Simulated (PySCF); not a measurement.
Species: SiH3PH2, H5PSi.
Cartesian coordinates in Å at the PBE0-D3(BJ)/def2-SVP level; atoms count from 1:
```xyz
7
H5PSi angstrom
Si    -0.727    0.056    0.012
P      1.443    0.197   -0.627
H     -1.450   -0.781   -0.991
H     -0.921   -0.539    1.370
H     -1.302    1.435    0.000
H      1.744   -1.142   -0.230
H      1.870    0.756    0.618
```

Linear response at wB97X-D/def2-SVPD (PySCF, frozen core in the response, non-relativistic).

Static isotropic polarisability: 58.42 au (8.66 Å³), principal values 52.1, 52.1, 71.1 au.

(1) What is the polarisability at 1064 nm and at the sodium D line?

(2) What is the isotropic C6 coefficient between two such molecules, C6 = (3/π)∫α(iω)² dω?

(3) Which effective excitation energy ω̄ makes London's formula C6 = (3/4)α²ω̄ exact here?

(4) What molar refraction at the D line follows from R = (4π/3)·N_A·α′, with α′ the polarisability volume?

(5) How anisotropic is the static polarisability, by Δα² = ½[(α1 − α2)² + (α2 − α3)² + (α3 − α1)²]?

(6) The lowest 6 singlets have (eV, f): 6.71, 0.014; 6.84, 0.042; 7.07, 0.256; 7.68, 0.008; 7.70, 0.021; 8.32, 0.050. What share of the static polarisability do they carry in the sum over states α = Σ f/ω²?

(7) What n − 1 at the D line would an ideal gas of it have at 273.15 K and 1 atm (2.6868 × 10¹⁹ cm⁻³), by n − 1 = 2π·N·α′?

## Answers

(1) 59.11 au at 1064 nm (+1.2 %), 60.75 au at 589.3 nm (+4.0 %). The rise at 589.3 nm is 3.38 times that at 1064 nm; a pure ω² law gives 3.26. The lowest singlet lies at 185 nm, shorter than both wavelengths.

(2) 1093 au (Eh·bohr⁶) by a ten-point quadrature over imaginary frequencies, which is 653 eV·Å⁶ or 63 J·nm⁶/mol.

(3) ω̄ = 4·C6/(3α²) = 0.427 Eh = 11.6 eV. A one-pole form α(ω) = α/(1 − ω²/ω̄²) fitted to the 1064 nm value gives 10.8 eV.

(4) α′ = 9.00 Å³ gives R = 22.71 cm³/mol, for isolated, non-vibrating species.

(5) Δα = 19.0 au, or 0.33 of the isotropic value.

(6) 5.59 au, 9.6 % of α; the largest term, 3.79 au, is that of the state at 7.07 eV. Their oscillator strengths add up to 0.39. Higher states carry the rest.

(7) 15.20 × 10⁻⁴, a formal value whether or not that pressure can be reached.

wB97X-D is run here without its empirical dispersion term; that term would change no orbital, density or response property at a fixed geometry.
